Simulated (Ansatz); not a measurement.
How far each method lies from RCCSDTQ for SiCGe, singlet

Geometry: a PBE0/def2-TZVP stationary point for this spin, not checked as a minimum.

```xyz
3

C     0.0000    0.0000    0.0276
Ge    0.0000    0.0000   -1.7401
Si    0.0000    0.0000    1.7125
```

Basis cc-pVDZ; Ansatz 0.2.0. Only valence electrons are correlated (noble-gas cores and the filled d shells of p-block atoms frozen), which leaves 12 electrons in 39 orbitals. Prefix R: restricted or restricted open-shell reference. Active spaces: valence = (12e, 12o) chosen from the atoms' valence shells. No spin–orbit coupling is included, and no scalar relativity.

Full CI isn't at hand for all of this; RCCSDTQ serves as the reference, and is uncertain by about the last step of the cluster series.

```
UHF ⟨S²⟩                          : 0.000
T1 diagnostic (RCCSD)             : 0.0199
largest doubles amplitude (RCCSD) : 0.071
```

```json
{"level": "RMP2", "E − E(RHF) (eV)": "-7.5702"}
{"level": "RCCSD", "E − E(RHF) (eV)": "-8.0714"}
{"level": "RCCSD(T)", "E − E(RHF) (eV)": "-8.6228"}
```

Task: Estimate how far RCCSDTQ in cc-pVDZ lies from RCCSD(T). The table doesn't fix it; the size of (T) and the diagnostics are the guide.

Result: RCCSDTQ in cc-pVDZ lies 7.9 kJ/mol below RCCSD(T), which is 15 % of the (T) step (-53.2 kJ/mol). The diagnostics are small and the rest is a small part of (T), but (T) is large here. The miss exceeds 1 kcal/mol.

The other levels:

| level | E − E(RCCSDTQ) (kJ/mol) | share of correlation (%) | wall time |
| --- | --- | --- | --- |
| BCCD(T) | 7.2 | 99.14 | 1.3 s |
| RCCSDT | 5.9 | 99.30 | – |
| RCCSDT(Q) | -0.3 | 100.04 | 7.5 s |
| CASSCF (valence space) | 438.7 | 47.77 | – |
| NEVPT2 (valence space) | 105.7 | 87.41 | 21 s (H100) |
| MRCISD (valence space) | 38.8 | 95.38 | – |
| MRCISD+Q (valence space) | 3.8 | 99.54 | 20 s (H100) |

The correlation energy at RCCSDTQ, counted from RHF, is -8.705 eV. That run took 29 s on 2 threads of AMD EPYC 7R13 with a shared H100 80 GB, shared host.

Times hold each run's SCF and search for its determinant on a shared host, so for small cases they say little of a method's own cost; rows without a card ran on 1 thread of AMD EPYC 7R13.

Natural occupations of CASSCF (valence space) about the gap: 1.981 1.969 1.965 1.903 1.903 0.069 0.069 0.050 0.050 0.031; effectively unpaired electrons, Σ n²(2−n)², 0.14.

Atomization energy (electronic, same basis, no zero-point term; atoms at the same level, unrestricted beside the R rows where the molecule is a closed shell, but restricted open-shell past Ca, as are all atoms' steps beyond CCSDT(Q)) at RCCSDTQ: 870.5 kJ/mol. Errors of other levels:

```json
{"level": "RHF", "error (kJ/mol)": "-314.8"}
{"level": "RMP2", "error (kJ/mol)": "48.5"}
{"level": "RCCSD", "error (kJ/mol)": "-51.2"}
{"level": "RCCSD(T)", "error (kJ/mol)": "-5.1"}
{"level": "BCCD(T)", "error (kJ/mol)": "-4.2"}
{"level": "RCCSDT", "error (kJ/mol)": "-5.7"}
{"level": "RCCSDT(Q)", "error (kJ/mol)": "0.3"}
{"level": "CASSCF (valence space)", "error (kJ/mol)": "-8.8"}
{"level": "NEVPT2 (valence space)", "error (kJ/mol)": "1.3"}
{"level": "MRCISD (valence space)", "error (kJ/mol)": "-31.6"}
{"level": "MRCISD+Q (valence space)", "error (kJ/mol)": "-14.0"}
```

This basis is far from its limit, so the value isn't to be set against a measured one. Truncated CI isn't size-consistent, which counts against it in atomization.
